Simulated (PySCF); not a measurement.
PySCF input for C4H6, SMILES C=CC=C (connectivity only; charge and spin as stated), charge +1, multiplicity 2, TDA-PBE/def2-SVPD. Coordinates come from a PBE-D3(BJ)/def2-SVP optimisation. The multiplicity is an assumed one; other spin states were not compared. Other conformers were not sampled.

```python
import numpy as np
from pyscf import gto, scf, dft, tdscf

mol = gto.M(
    atom='''
    C     0.10549633   -1.86837608   -0.00000000
    C    -0.41753177   -0.57282756    0.00000000
    C     0.41753177    0.57282756   -0.00000000
    C    -0.10549633    1.86837608    0.00000000
    H     1.19547489   -2.04352382    0.00000000
    H    -0.55739991   -2.74956572    0.00000000
    H    -1.51342039   -0.43475855    0.00000000
    H     1.51342039    0.43475855   -0.00000000
    H     0.55739991    2.74956572   -0.00000000
    H    -1.19547489    2.04352382   -0.00000000
    ''',
    basis='def2-SVPD',
    charge=1,
    spin=1,
    max_memory=1600,
    verbose=4,
)
mf = dft.UKS(mol, xc='pbe').density_fit(auxbasis='def2-universal-jkfit')
mf.grids.level = 3
mf.conv_tol = 1e-9
mf.max_cycle = 100
mf.kernel()
fine, coarse = mf.grids, dft.Grids(mol).set(level=1).build(with_non0tab=True)
for _ in range(3):  # follow internal instabilities
    mf.grids = coarse
    mo, _, stable, _ = mf.stability(return_status=True, nroots=4)
    mf.grids = fine
    if stable:
        break
    mf.kernel(mf.make_rdm1(mo, mf.mo_occ))
mf.grids = dft.Grids(mol).set(level=1).build(with_non0tab=True)  # coarser grid for the response kernel
td = tdscf.TDA(mf)
td.nstates = 10
td.conv_tol = 1e-4
td.positive_eig_threshold = 1e-6
td.kernel(x0=td.get_init_guess(mf, 15))
td.analyze()
```

It prints:

```
PySCF version 2.14.0

[INPUT] verbose = 4
[INPUT] num. atoms = 10
[INPUT] num. electrons = 29
[INPUT] charge = 1
[INPUT] spin (= nelec alpha-beta = 2S) = 1
[INPUT] symmetry False subgroup None
[INPUT] Mole.unit = angstrom
[INPUT] Symbol           X                Y                Z      unit          X                Y                Z       unit  Magmom
[INPUT]  1 C      0.105496330000  -1.868376080000   0.000000000000 AA    0.199359170847  -3.530719088888   0.000000000000 Bohr   0.0
[INPUT]  2 C     -0.417531770000  -0.572827560000   0.000000000000 AA   -0.789020693605  -1.082487205003   0.000000000000 Bohr   0.0
[INPUT]  3 C      0.417531770000   0.572827560000   0.000000000000 AA    0.789020693605   1.082487205003   0.000000000000 Bohr   0.0
[INPUT]  4 C     -0.105496330000   1.868376080000   0.000000000000 AA   -0.199359170847   3.530719088888   0.000000000000 Bohr   0.0
[INPUT]  5 H      1.195474890000  -2.043523820000   0.000000000000 AA    2.259120130895  -3.861700348825   0.000000000000 Bohr   0.0
[INPUT]  6 H     -0.557399910000  -2.749565720000   0.000000000000 AA   -1.053333171757  -5.195926172293   0.000000000000 Bohr   0.0
[INPUT]  7 H     -1.513420390000  -0.434758550000   0.000000000000 AA   -2.859950048432  -0.821574589813   0.000000000000 Bohr   0.0
[INPUT]  8 H      1.513420390000   0.434758550000   0.000000000000 AA    2.859950048432   0.821574589813   0.000000000000 Bohr   0.0
[INPUT]  9 H      0.557399910000   2.749565720000   0.000000000000 AA    1.053333171757   5.195926172293   0.000000000000 Bohr   0.0
[INPUT] 10 H     -1.195474890000   2.043523820000   0.000000000000 AA   -2.259120130895   3.861700348825   0.000000000000 Bohr   0.0

nuclear repulsion = 102.247424142574
number of shells = 56
number of NR pGTOs = 180
number of NR cGTOs = 128
basis = def2-SVPD
ecp = {}


[settings echo left out]
init E= -155.677813056245
  alpha nocc = 15  HOMO = -0.274150944730807  LUMO = -0.144964467097032
  beta  nocc = 14  HOMO = -0.362899426821213  LUMO = -0.274150944730806

WARN: HOMO -0.274150944730807 >= LUMO -0.274150944730806

cycle= 1 E= -155.340899588536  delta_E= 0.337  |g|= 0.0895  |ddm|= 3.18
  alpha nocc = 15  HOMO = -0.460175116502036  LUMO = -0.294812382547099
  beta  nocc = 14  HOMO = -0.512915191472365  LUMO = -0.42371087882306
  HOMO = -0.460175116502  LUMO = -0.423710878823  gap/eV = 0.99224
cycle= 2 E= -155.340542082638  delta_E= 0.000358  |g|= 0.0986  |ddm|= 0.577
  alpha nocc = 15  HOMO = -0.468837858641939  LUMO = -0.301659502137662
  beta  nocc = 14  HOMO = -0.53267034246361  LUMO = -0.431282192193319
  HOMO = -0.468837858642  LUMO = -0.431282192193  gap/eV = 1.02194
cycle= 3 E= -155.344735656973  delta_E= -0.00419  |g|= 0.0469  |ddm|= 0.172
  alpha nocc = 15  HOMO = -0.471292221585878  LUMO = -0.302013920320632
  beta  nocc = 14  HOMO = -0.528680080253475  LUMO = -0.43122360741658
  HOMO = -0.471292221586  LUMO = -0.431223607417  gap/eV = 1.09032
cycle= 4 E= -155.345972313271  delta_E= -0.00124  |g|= 0.0133  |ddm|= 0.0905
  alpha nocc = 15  HOMO = -0.468906187062882  LUMO = -0.29881978354305
  beta  nocc = 14  HOMO = -0.526902864037984  LUMO = -0.427947402974024
  HOMO = -0.468906187063  LUMO = -0.427947402974  gap/eV = 1.11455
cycle= 5 E= -155.34607901057  delta_E= -0.000107  |g|= 0.00263  |ddm|= 0.0236
  alpha nocc = 15  HOMO = -0.469534992916639  LUMO = -0.298730595303036
  beta  nocc = 14  HOMO = -0.527642283968018  LUMO = -0.427953305605479
  HOMO = -0.469534992917  LUMO = -0.427953305605  gap/eV = 1.13150
cycle= 6 E= -155.346086797104  delta_E= -7.79e-06  |g|= 0.00077  |ddm|= 0.012
  alpha nocc = 15  HOMO = -0.469613430167909  LUMO = -0.29856396487976
  beta  nocc = 14  HOMO = -0.527730026662933  LUMO = -0.427816772723039
  HOMO = -0.469613430168  LUMO = -0.427816772723  gap/eV = 1.13734
cycle= 7 E= -155.34608756215  delta_E= -7.65e-07  |g|= 0.000146  |ddm|= 0.00381
  alpha nocc = 15  HOMO = -0.469624376065811  LUMO = -0.298565771774427
  beta  nocc = 14  HOMO = -0.527747500769038  LUMO = -0.427816728209453
  HOMO = -0.469624376066  LUMO = -0.427816728209  gap/eV = 1.13764
cycle= 8 E= -155.346087581398  delta_E= -1.92e-08  |g|= 3.97e-05  |ddm|= 0.000625
  alpha nocc = 15  HOMO = -0.469621426291172  LUMO = -0.298561757957021
  beta  nocc = 14  HOMO = -0.527750014996466  LUMO = -0.42781529850483
  HOMO = -0.469621426291  LUMO = -0.427815298505  gap/eV = 1.13760
cycle= 9 E= -155.346087582603  delta_E= -1.2e-09  |g|= 6.98e-06  |ddm|= 0.000162
  alpha nocc = 15  HOMO = -0.469620660328498  LUMO = -0.298561980557731
  beta  nocc = 14  HOMO = -0.527749386620058  LUMO = -0.427815118249892
  HOMO = -0.469620660328  LUMO = -0.42781511825  gap/eV = 1.13759
cycle= 10 E= -155.346087582644  delta_E= -4.12e-11  |g|= 1.29e-06  |ddm|= 2.68e-05
  alpha nocc = 15  HOMO = -0.46962094483577  LUMO = -0.298562120801249
  beta  nocc = 14  HOMO = -0.527749598873211  LUMO = -0.427815352124369
  HOMO = -0.469620944836  LUMO = -0.427815352124  gap/eV = 1.13759
Extra cycle  E= -155.346087582645  delta_E= -1.36e-12  |g|= 6.33e-07  |ddm|= 4.86e-06
converged SCF energy = -155.346087582645  <S^2> = 0.76003481  2S+1 = 2.0100098
tot grids = 35552
uhf_internal: lowest eigs of H = [0.43371899 0.45194697 0.46547391 0.48221295]
<class 'pyscf.df.df_jk.DFUKS'> wavefunction is stable in the internal stability analysis
tot grids = 35552
Overwritten attributes  positive_eig_threshold  of <class 'pyscf.tdscf.uks.TDA'>


******** <class 'pyscf.tdscf.uks.TDA'> for <class 'pyscf.df.df_jk.DFUKS'> ********
nstates = 10
deg_eia_thresh = 1.000e-03
wfnsym = None
conv_tol = 0.0001
eigh lindep = 1e-12
eigh level_shift = 0
eigh max_cycle = 100


Excitation energies (eV)
[2.97591314 3.06030269 3.8211502  3.98682645 5.29717383 5.43556125
 5.59489002 5.80093694 5.90971921 6.31501544]

** Excitation energies and oscillator strengths **
Excited State   1:      2.97591 eV    416.63 nm  f=0.0136
      15a ->   16a      0.55458
      14b ->   15b      0.81791
Excited State   2:      3.06030 eV    405.14 nm  f=0.0000
      13b ->   15b      0.99877
Excited State   3:      3.82115 eV    324.47 nm  f=0.0001
      12b ->   15b      0.99674
Excited State   4:      3.98683 eV    310.98 nm  f=0.0000
      11b ->   15b      0.99861
Excited State   5:      5.29717 eV    234.06 nm  f=0.0000
      13a ->   16a     -0.66135
      15a ->   17a      0.18584
      14b ->   16b      0.72445
Excited State   6:      5.43556 eV    228.10 nm  f=0.8181
      15a ->   16a      0.79211
      14b ->   15b     -0.53160
      14b ->   17b      0.14628
Excited State   7:      5.59489 eV    221.60 nm  f=0.0000
      14a ->   16a     -0.94864
       9b ->   15b      0.25154
      13b ->   16b      0.16744
Excited State   8:      5.80094 eV    213.73 nm  f=0.0000
      12a ->   16a     -0.26360
      10b ->   15b      0.95931
Excited State   9:      5.90972 eV    209.80 nm  f=0.0015
      11a ->   16a     -0.18847
      14a ->   16a     -0.25297
       9b ->   15b     -0.94612
Excited State  10:      6.31502 eV    196.33 nm  f=0.0000
      13a ->   16a     -0.54031
      15a ->   17a     -0.78852
      14b ->   16b     -0.29025

** Transition electric dipole moments (AU) **
state          X           Y           Z        Dip. S.      Osc.
  1         0.2321      0.3643      0.0000      0.1866      0.0136
  2        -0.0000     -0.0000      0.0000      0.0000      0.0000
  3         0.0000     -0.0000     -0.0375      0.0014      0.0001
  4        -0.0000      0.0000      0.0000      0.0000      0.0000
  5        -0.0000      0.0000     -0.0000      0.0000      0.0000
  6         0.0538     -2.4781      0.0000      6.1437      0.8181
  7         0.0000     -0.0000     -0.0018      0.0000      0.0000
  8         0.0000      0.0000      0.0000      0.0000      0.0000
  9        -0.0000     -0.0000     -0.1004      0.0101      0.0015
 10         0.0000     -0.0000     -0.0000      0.0000      0.0000

** Transition velocity dipole moments (imaginary part, AU) **
state          X           Y           Z        Dip. S.      Osc.
  1        -0.0368     -0.0173      0.0000      0.0017      0.0101
  2        -0.0000      0.0000      0.0000      0.0000      0.0000
  3        -0.0000     -0.0000      0.0022      0.0000      0.0000
  4        -0.0000      0.0000      0.0000      0.0000      0.0000
  5         0.0000      0.0000      0.0000      0.0000      0.0000
  6        -0.0068     -0.0994      0.0000      0.0099      0.0331
  7         0.0000     -0.0000     -0.0015      0.0000      0.0000
  8         0.0000     -0.0000      0.0000      0.0000      0.0000
  9         0.0000      0.0000     -0.0236      0.0006      0.0017
 10        -0.0000     -0.0000     -0.0000      0.0000      0.0000

** Transition magnetic dipole moments (imaginary part, AU) **
state          X           Y           Z
  1        -0.0000      0.0000      0.0000
  2        -0.0552      0.0852      0.0000
  3         0.0000     -0.0000     -0.0000
  4         0.3191     -0.1840      0.0000
  5        -0.0000     -0.0000      0.0649
  6        -0.0000     -0.0000      0.0000
  7        -0.0000     -0.0000     -0.0000
  8        -0.1129      0.6610     -0.0000
  9         0.0000      0.0000      0.0000
 10        -0.0000      0.0000     -0.2468
```

The run converged.

Cost: about 2.5 core-minutes (a rough figure).
